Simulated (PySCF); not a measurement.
# BH⁺ at other levels of theory

Aim: see what other levels and later steps give for BH⁺.

Computed with PySCF 2.14.0. Level: each script names its method and basis.

## Step 1: Where the work starts

BH⁺: 2 atoms, charge 1, spin multiplicity 2.

Bond lengths: B1–H2 1.235 Å.

## Step 2: Base script

input.py reads:

```python
from pyscf import gto, scf

mol = gto.M(
    atom='B 0 0 0; H 0 0 1.235',
    basis='6-311++g**',
    charge=1,
    spin=1,
    symmetry=True,
    verbose=4,
)
mf = scf.UHF(mol)
mf.kernel()
mf.analyze()
print('orbital energies (hartree):', [e[max(0, n-3):n+3].round(4) for e, n in zip(mf.mo_energy, mol.nelec)])
```

Command:

```sh
$ OMP_NUM_THREADS=1 python input.py
```

The log of this run is left out.

In short: E(SCF) = -24.818541 Eh, 10 cycles, ⟨S²⟩ = 0.756.

The bond length is a typed value, not an optimised one. The dipole of an ion depends on the origin.

## Step 3: Pbe0 (UKS)

Edit 1 changes functional: none (Hartree–Fock) → pbe0; SCF type: UHF → UKS.

input.py reads:

```python
from pyscf import gto, dft

mol = gto.M(
    atom='B 0 0 0; H 0 0 1.235',
    basis='6-311++g**',
    charge=1,
    spin=1,
    symmetry=True,
    verbose=4,
)
mf = dft.UKS(mol, xc='pbe0')
mf.kernel()
mf.analyze()
print('orbital energies (hartree):', [e[max(0, n-3):n+3].round(4) for e, n in zip(mf.mo_energy, mol.nelec)])
```

Command:

```sh
$ OMP_NUM_THREADS=1 python input.py
```

## Step 4: Stability test

Edit 2 changes step after the SCF: analyze → stability; point-group symmetry: on → off.

input.py reads:

```python
from pyscf import gto, scf

mol = gto.M(
    atom='B 0 0 0; H 0 0 1.235',
    basis='6-311++g**',
    charge=1,
    spin=1,
    verbose=4,
)
mf = scf.UHF(mol)
mf.kernel()
mf.stability(internal=True, external=True)
mf.dip_moment()
print('orbital energies (hartree):', [e[max(0, n-3):n+3].round(4) for e, n in zip(mf.mo_energy, mol.nelec)])
```

## Step 5: Pw91 (UKS)

Edit 3 changes functional: none (Hartree–Fock) → pw91; SCF type: UHF → UKS.

input.py, as its differences from that of step 2:

```diff
@@ -1,2 +1,2 @@
-from pyscf import gto, scf
+from pyscf import gto, dft
 
@@ -10,3 +10,3 @@
 )
-mf = scf.UHF(mol)
+mf = dft.UKS(mol, xc='pw91')
 mf.kernel()
```

Q: Predict the outcome of this session. Wanted: for each run, E(SCF); from base; gap, α spin; after the SCF.

The runs gave:

```
           run  E(SCF) (hartree)  from base (eV)  cycles  gap, α spin (eV)  after the SCF
          base        -24.818541               0      10             14.69            n/a
    pbe0 (UKS)        -24.896060  not comparable       8              6.37            n/a
stability test        -24.818541          0.0000      10             14.69         stable
    pw91 (UKS)        -24.911013  not comparable       8              3.59            n/a
```

What this shows: The α-spin gap between the frontier levels is 3.6 eV with pw91 (0 % exact exchange) and 6.4 eV with pbe0 (25 %): exact exchange opens it. Total energies of different functionals can't be compared with each other; differences within one functional can.
